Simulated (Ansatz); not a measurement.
Two shapes of singlet O₃.

Shape 1:

```xyz
3

O     0.0000    0.0000    0.0000
O     0.0000    2.7250    1.6750
O     0.0000   -2.7250    1.6750
```

Shape 2:

```xyz
3

O     0.0000    0.0000    0.0000
O     0.0000    2.1800    1.3400
O     0.0000   -2.1800    1.3400
```

Basis set: pcseg-2 (spherical functions). Charge 0, multiplicity 1.

Computed with Ansatz (development build ahead of 0.2.0); each method stands on the lowest determinant of its kind that the runs found.

Q: Which shape is lower in energy, and by how much in each method?

A:

| method | E(2) − E(1) (eV) |
| --- | --- |
| UHF | 0.048 |
| PBE0 (restricted) | -0.757 |
| PBE0 (unrestricted) | -0.104 |

The methods disagree on the order. Caution for UHF, PBE0 (unrestricted): the unrestricted determinant is a mixture of spin states. Caution for PBE0 (restricted): an unrestricted determinant lies well below.
